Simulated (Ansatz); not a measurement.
Computed with DFT, r2SCAN, plane waves (500 eV) with PAW, scalar-relativistic in Ansatz. The PAW files were generated under PBE, with cores re-solved for the functional.

An element in the bcc structure gives this curve. The cell is scaled uniformly from the relaxed one, with fractional coordinates and shape fixed. Energies are extrapolated to zero smearing, pressures are those at the given smearing. Magnetic state: spin not included.

| V (Å³/atom) | E − E₀ (meV/atom) | P (GPa) |
| --- | --- | --- |
| 108.445 | 12.5 | 0.29 |
| 113.374 | 5.3 | 0.18 |
| 118.303 | 1.3 | 0.08 |
| 123.232 | 0.0 | 0.00 |
| 128.162 | 1.0 | -0.07 |
| 133.091 | 4.0 | -0.12 |
| 138.020 | 8.5 | -0.17 |

(1) Which element is it?
A. europium
B. calcium
C. caesium
D. strontium

Results:

(1) C. Its fit is V₀ = 123.34 Å³/atom, B₀ = 1.8 GPa, B₀′ = 3.5.
